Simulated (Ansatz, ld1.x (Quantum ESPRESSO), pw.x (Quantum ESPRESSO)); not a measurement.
**pw.x on fcc Pt: one setting changed**

Potential: norm-conserving Troullier–Martins (Kleinman–Bylander form), ld1.x (Quantum ESPRESSO) 7.5, PBE; core [Xe] 4f14, reference 5d9 6s1 6p0; waves: 6p (bound, empty): rc 3.65 bohr; 5d (bound): rc 2.08 bohr; 5f channel at 0.05 Ry: rc 3.95 bohr; 6s (bound): rc 2.20 bohr; local part: the s channel; core correction: Bessel-smoothed model core inside 1.45 bohr.

The reference run (k-mesh 14³, cutoffs 70/280 Ry, Fermi–Dirac 0.01 Ry, mixing_beta 0.4, conv_thr 1e-9, no spin) gives 2.65 GPa at 15.640 Å³/atom, where all-electron LAPW gives 0.53 GPa. This run, with its own iteration cap, changes smearing to gauss.

```
&control
  calculation='scf', prefix='x', pseudo_dir='./', outdir='./tmp', tstress=.true., disk_io='none'
/
&system
  ibrav=0, nat=1, ntyp=1, ecutwfc=70, ecutrho=280, nbnd=12,
  occupations='smearing', smearing='gauss', degauss=0.01
/
&electrons
  conv_thr=1e-09, mixing_beta=0.4, electron_maxstep=60
/
ATOMIC_SPECIES
Pt 1.0 Pt.UPF
CELL_PARAMETERS angstrom
  0.00000000 1.98488607 1.98488607
  1.98488607 0.00000000 1.98488607
  1.98488607 1.98488607 0.00000000
ATOMIC_POSITIONS crystal
Pt 0.0000 0.0000 0.0000
K_POINTS automatic
14 14 14 0 0 0
```

```bash
pw.x < Pt.scf.in > Pt.scf.out
```

Q: How does the run end?

A: It converges in 7 iterations; the free energy moves by +42.2 meV/atom and the pressure by -0.65 GPa. Gaussian smearing of the same width is narrower in effect than Fermi–Dirac, so its quadratic term in F is smaller.

```
Message from routine setup:
     using ibrav=0 with symmetry is DISCOURAGED, use correct ibrav instead
     lattice parameter (alat)  =       5.3046  a.u.
     unit-cell volume          =     105.5440 (a.u.)^3
     number of electrons       =        10.00
     number of Kohn-Sham states=           12
     kinetic-energy cutoff     =      70.0000  Ry
     charge density cutoff     =     280.0000  Ry
     scf convergence threshold =      1.0E-09
     Exchange-correlation= PBE
     number of k points=   104  Gaussian smearing, width (Ry)=  0.0100
     iteration #  1     ecut=    70.00 Ry     beta= 0.40
     total energy              =     -79.57656827 Ry
     estimated scf accuracy    <       0.08351471 Ry
     iteration #  2     ecut=    70.00 Ry     beta= 0.40
     total energy              =     -79.58675855 Ry
     estimated scf accuracy    <       0.00275171 Ry
     iteration #  3     ecut=    70.00 Ry     beta= 0.40
     total energy              =     -79.58722737 Ry
     estimated scf accuracy    <       0.00014241 Ry
     iteration #  4     ecut=    70.00 Ry     beta= 0.40
     total energy              =     -79.58723223 Ry
     estimated scf accuracy    <       0.00000181 Ry
     iteration #  5     ecut=    70.00 Ry     beta= 0.40
     total energy              =     -79.58723241 Ry
     estimated scf accuracy    <       0.00000014 Ry
     iteration #  6     ecut=    70.00 Ry     beta= 0.40
     total energy              =     -79.58723242 Ry
     estimated scf accuracy    <          1.6E-09 Ry
     iteration #  7     ecut=    70.00 Ry     beta= 0.40
     the Fermi energy is    16.8733 ev
!    total energy              =     -79.58723242 Ry
     estimated scf accuracy    <          1.6E-10 Ry
     smearing contrib. (-TS)   =      -0.00121611 Ry
     The total energy is F=E-TS. E is the sum of the following terms:
     one-electron contribution =      16.16306744 Ry
     hartree contribution      =       4.23115213 Ry
     xc contribution           =     -38.86326394 Ry
     ewald contribution        =     -61.11697194 Ry
     convergence has been achieved in   7 iterations
          total   stress  (Ry/bohr**3)                   (kbar)     P=       20.01
     Message from routine punch:
     Nothing written, as per user request (disk_io='none')
```

The run took about 16 s on one core of a shared host (Neoverse-V1, 32 threads, 247 GiB, load 11).
